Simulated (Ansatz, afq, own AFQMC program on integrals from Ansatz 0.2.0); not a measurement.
AlBH, quartet in 6-31G, levels against full CI

```xyz
3

B     0.0000    0.0000   -1.5490
Al    0.0000    0.0000   -0.0140
H     0.0000    0.0000    1.5630
```

Connectivity, by distances: B–AlH.

Basis 6-31G. Only valence electrons are correlated. Ansatz 0.2.0 and our own AFQMC program on the same integrals; the CISD trial comes from CCSD amplitudes, and released means the phaseless constraint is let go. Error bars are statistical, one sigma.

Determinant: UHF, the one that the program's search chose, which needn't be the lowest solution. The geometry is a point of a scan.

Full CI on the same integrals is exact in this basis and with this determinant's frozen core.

Cautions: lower spins were not checked.

```
T1 diagnostic                               : 0.0192
weight of the determinant in the CISD state : 0.934
⟨S²⟩ of the determinant                     : 3.753
size of the correlated space                : 7 electrons in 18 orbitals
```

Reference: full CI, correlation energy -1.974 eV. The released energy is read at 2.40 1/Eh (meV from the phaseless value at times in 1/Eh: -0.3 ± 1.2 at 0.24, -0.9 ± 1.2 at 0.51, -3.1 ± 1.0 at 0.99, -3.7 ± 0.6 at 1.62, -4.9 ± 0.8 at 2.40).

| level | E − E(reference) (kJ/mol) | share of correlation (%) |
| --- | --- | --- |
| HF | 190.4 | 0.00 |
| MP2 | 57.5 | 69.78 |
| CCSD | 6.2 | 96.75 |
| CCSD(T) | 2.1 | 98.90 |
| CCSDT | 0.4 | 99.82 |
| CCSDT(Q) | 0.1 | 99.96 |
| CCSDTQ | 0.0 | 99.99 |
| ph-AFQMC/CISD | 0.6 ± 0.1 | 99.70 |
| released AFQMC | 0.1 ± 0.08 | 99.95 |

CCSDT and higher add their correlation energy to the determinant of the CCSD(T) run, since their own runs factorise the integrals more tightly (a shift of under 2 meV). A walk keeps the symmetry of its determinant, which the program's search chose and which needn't be the lowest solution, so a lower state of the same spin and another symmetry isn't excluded. Released energies are given only where the last usable release times agree within the noise; a slower fall can still hide under it.
